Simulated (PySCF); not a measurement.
# C4H4 (Methylenecyclopropene): the cost of one run

Programs: PySCF 2.14.0, with density-fitted response routines of our own. Each step states its level of theory. These are calculated values for one molecule in the gas phase, unless marked as measured. Atoms count from 0, in the outputs and in this text.

## (1) The molecule as given

8 atoms, charge 0, multiplicity 1; geometry from: GFN2-xTB. The atoms were then displaced at random by about 0.01 Å, so the start is not that level's minimum.

Bonds of the start (Å): C0–C1 1.34, C1–C2 1.46, C2–C3 1.32, C3–C1 1.41, C0–H4 1.05, C0–H5 1.09, C2–H6 1.05, C3–H7 1.07.

## (2) Geometry optimisation at PBE0-D3(BJ)/def2-SVP

The job: settings as JSON, then the geometry in Å.

```
{"job": {"xc": "PBE0", "basis": "def2-SVP", "d3": "d3bj", "grid": 1, "shake": 0.01, "kind": "geom"}, "charge": 0, "multiplicity": 1}
C      1.470960     0.001160     0.183250
C      0.146310    -0.000620     0.012860
C     -1.175080     0.628540    -0.029170
C     -1.067610    -0.665900    -0.273560
H      2.042510    -0.871270     0.066540
H      1.967080     0.942160     0.418780
H     -1.731250     1.510410     0.082350
H     -1.597790    -1.563630    -0.513510
```

On the command line:

```sh
$ OMP_NUM_THREADS=1 python probes_run.py task.json out
```

The driver reads the jobs from task.json and runs them one after another.

**Question.** How long does this first job take on 1 thread of Arm Neoverse V1, shared host, and how much memory does it need?

About 9.4 s, with a peak of 0.32 GiB.
